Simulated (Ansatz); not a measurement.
**C4H8Cl2: basis-set convergence**

How large a basis does C4H8Cl2 need? Two functionals are run in growing sets.

Method: one geometry, several basis sets; program: Ansatz 0.2.0, Gaussian basis.

Plan: PBE0-D4/def2-SVP; ωB97M-V/def2-SVP; PBE0-D4/def2-QZVPP; ωB97M-V/def2-QZVPP; the functionals' def2-TZVPP values are taken from earlier runs.

**1. The geometry**

The geometry comes from an earlier relaxation with PBE0-D4 in a triple-zeta def2 set; it is a stationary point, not always the lowest conformer.

SMILES `CC(Cl)CCCl`, 14 atoms, charge 0, spin multiplicity 1.

Atoms are counted from 1 here; the program's logs count them from 0.

Bond lengths: C1–C2 1.510 Å, C1–H7 1.090 Å, C1–H8 1.092 Å, C1–H9 1.094 Å, C2–Cl3 1.804 Å, C2–C4 1.516 Å, C2–H10 1.092 Å, C4–C5 1.511 Å, C4–H11 1.095 Å, C4–H12 1.093 Å, C5–Cl6 1.783 Å, C5–H13 1.088 Å, C5–H14 1.091 Å. Angles: C2–C1–H7 111.0°, C2–C1–H8 110.6°, C2–C1–H9 109.6°, H7–C1–H8 108.5°, H7–C1–H9 108.5°, H8–C1–H9 108.5°, C1–C2–Cl3 109.1°, C1–C2–C4 112.6°, C1–C2–H10 110.3°, Cl3–C2–C4 110.0°, Cl3–C2–H10 104.3°, C4–C2–H10 110.1°, C2–C4–C5 113.4°, C2–C4–H11 107.6°, C2–C4–H12 109.5°, C5–C4–H11 109.1°, C5–C4–H12 109.9°, H11–C4–H12 107.1° and more.

**2. PBE0-D4 in def2-SVP**

File in.yaml:

```yaml
crystal:
  periodic: [false, false, false]
  atoms:
    - {symbol: C, position_ang: [-1.529313, -1.176822, 0.422253]}
    - {symbol: C, position_ang: [-0.137211, -0.785768, -0.013674]}
    - {symbol: Cl, position_ang: [1.067012, -1.603050, 1.051853]}
    - {symbol: C, position_ang: [0.080692, 0.714442, 0.011216]}
    - {symbol: C, position_ang: [1.434613, 1.132109, -0.512712]}
    - {symbol: Cl, position_ang: [1.584820, 2.908272, -0.536207]}
    - {symbol: H, position_ang: [-1.654871, -2.259547, 0.405814]}
    - {symbol: H, position_ang: [-1.730020, -0.820631, 1.434537]}
    - {symbol: H, position_ang: [-2.264663, -0.731301, -0.253576]}
    - {symbol: H, position_ang: [0.072190, -1.179698, -1.010776]}
    - {symbol: H, position_ang: [-0.699529, 1.173063, -0.605461]}
    - {symbol: H, position_ang: [-0.054434, 1.086452, 1.030444]}
    - {symbol: H, position_ang: [2.239963, 0.752393, 0.112639]}
    - {symbol: H, position_ang: [1.590761, 0.790076, -1.536361]}
basis:
  gaussian: {orbitals: def2-SVP}
hamiltonian: {xc: pbe0, dispersion: d4}
output: {orbitals: {seedname: orbitals}}
```

Launch:

```
$ ansatz run in.yaml --threads 2 --pin off --events-out ev --progress --plain --max-ram 32768MiB --backend cpu
```

The runs that follow: ωB97M-V in def2-SVP; PBE0-D4 in def2-QZVPP; ωB97M-V in def2-QZVPP.

Before running them: what should the planned runs give, taken together? Wanted: PBE0-D4: double and triple zeta above quadruple; ωB97M-V: double and triple zeta above quadruple.

The runs gave:

| quantity | value |
| --- | --- |
| PBE0-D4: double and triple zeta above quadruple | 14.31, 0.98 eV |
| ωB97M-V: double and triple zeta above quadruple | 14.48, 0.95 eV |

What this shows: PBE0-D4 gains 13.34 eV from double to triple zeta, then 0.98 eV more. These are total energies; as a rule much of such shifts cancels in differences, which this series doesn't test. The LUMO of ωB97M-V is positive and keeps falling with the basis (3.04 to 1.68 eV): an unbound level that the basis holds in place.
